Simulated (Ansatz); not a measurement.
Low-lying states of AlO (charge -1)

Calculated in Ansatz's Gaussian-basis code. State-averaged CASSCF with equal weights; occupations are averaged over the states; levels count from the state that is lowest in CASSCF. CASSCF levels without dynamic correlation can be off by over 1 eV. Solutions may break the symmetry of the shape. Lower solutions, or ones in other orbitals, may exist. The average may hold one member of a degenerate pair alone.

Geometry: bond length 1.9440 Å.

Basis cc-pV(T+d)Z on Al, cc-pVTZ on O, nonrelativistic, 6 orbitals frozen in the corrections; active space CAS(6,5). Averaged: 3 singlets.

(1) Give the levels in order.

Same geometry.

Basis cc-pV(T+d)Z on Al, cc-pVTZ on O, nonrelativistic, 6 orbitals frozen in the corrections; active space CAS(6,5). Averaged: 1 singlet, 1 triplet.

(2) Give the levels in order, with their spins.

Same geometry.

Basis cc-pV(T+d)Z on Al, cc-pVTZ on O, nonrelativistic, 6 orbitals frozen in the corrections; active space CAS(6,5). Averaged: 1 singlet, 1 triplet, 1 quintet.

(3) Give the levels in order, with their spins.

Results:

(1) 

```csv
state,CASSCF (eV)
singlet,0.000
singlet,1.882
singlet,1.962
```

Occupations: 1.94, 1.74, 1.42, 0.61, 0.29.

(2) 

| state | CASSCF (eV) |
| --- | --- |
| singlet | 0.000 |
| triplet | 1.902 |

Occupations: 1.96, 1.88, 1.44, 0.57, 0.15.

(3) 

| state | CASSCF (eV) |
| --- | --- |
| singlet | 0.000 |
| triplet | 1.593 |
| quintet | 3.233 |

Occupations: 1.90, 1.63, 1.29, 0.72, 0.46.
